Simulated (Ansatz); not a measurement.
Ga (model structure, started from the lonsdaleite type, P6/mmm, No. 191, 4 atoms in the cell)

All values below come from PBEsol (Ansatz, an electronic-structure program, plane waves, PAW).

Numerical settings: plane-wave cutoff 500 eV, 24×24×12 k mesh (along the axes of the cell as run), Fermi–Dirac smearing 0.1 eV, scalar-relativistic PAW data made under PBE.

Cell (relaxed at this level):

```cif
data_Ga4
_chemical_formula_sum 'Ga4'
_space_group_name_H-M_alt 'P 1'
_space_group_IT_number 1
_cell_length_a 4.35425
_cell_length_b 4.35425
_cell_length_c 5.41805
_cell_angle_alpha 90.000
_cell_angle_beta 90.000
_cell_angle_gamma 120.000
loop_
_space_group_symop_operation_xyz
  'x, y, z'
loop_
_atom_site_label
_atom_site_type_symbol
_atom_site_fract_x
_atom_site_fract_y
_atom_site_fract_z
_atom_site_occupancy
Ga1 Ga 0.33333 0.66667 0.00000 1
Ga2 Ga 0.66667 0.33333 0.50000 1
Ga3 Ga 0.66667 0.33333 0.00000 1
Ga4 Ga 0.33333 0.66667 0.50000 1
```

```
Quantity  Result
--------  ------
band gap    none
```

Note: the relaxation could raise the start's symmetry but not lower it, so the cell can be a saddle point.

Spin–orbit coupling is not included.

Computed values are for the static lattice.

It cost very roughly 7 core-minutes of CPU time.

A model structure was made by putting elements into a prototype or built by hand; it is no filed structure, need not be a known phase, and can be a saddle point held by its symmetry.
